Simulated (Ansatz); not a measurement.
Reaction (SMILES): [SiH2][SiH3] (SiH2-SiH3) → 5 H atom + 2 Si atom
B3LYP-D3(BJ)/def2-TZVP geometries, fixed; electronic energies without zero-point terms.

Basis-set convergence of the atomisation energy at MP2 with Ansatz (an electronic-structure program). Cartesian d functions, on some or all atoms, in 6-31G*, 6-31G**, 6-311G**; all else is spherical. Cores are frozen. Open shells are unrestricted. No added dispersion term, no relativity. Functions are those of the species that has most. Reference: Hartree-Fock in cc-pV(Q+d)Z plus the correlation part extrapolated as X^-3 from cc-pV(T+d)Z and cc-pV(Q+d)Z, 434.19 kcal/mol, itself unsure by roughly 1.94 kcal/mol (a third of the extrapolation step and of the last Hartree-Fock step). Deviations are taken from unrounded values.

```
basis              functions  atomisation energy (kcal/mol)  minus reference (kcal/mol)
-----------------  ---------  -----------------------------  --------------------------
STO-3G                    23                         533.95                       99.76
pcseg-0                   36                         328.00                     -106.19
6-31G*                    48                         377.39                      -56.80
def2-SVP                  61                         404.30                      -29.89
6-31G**                   63                         402.24                      -31.95
cc-pV(D+d)Z               71                         401.63                      -32.56
6-311G**                  84                         407.42                      -26.77
def2-SVPD                 88                         407.68                      -26.51
aug-pcseg-1               99                         405.28                      -28.91
def2-TZVP                104                         413.58                      -20.60
6-311++G(2d,2p)          120                         411.64                      -22.55
pcseg-2                  138                         426.13                       -8.05
cc-pV(T+d)Z              148                         422.23                      -11.96
def2-TZVPPD              181                         423.77                      -10.42
6-311++G(3df,3pd)        184                         423.73                      -10.46
aug-cc-pV(T+d)Z          225                         424.49                       -9.70
pcseg-3                  293                         429.42                       -4.76
def2-QZVPPD              317                         429.75                       -4.44
```
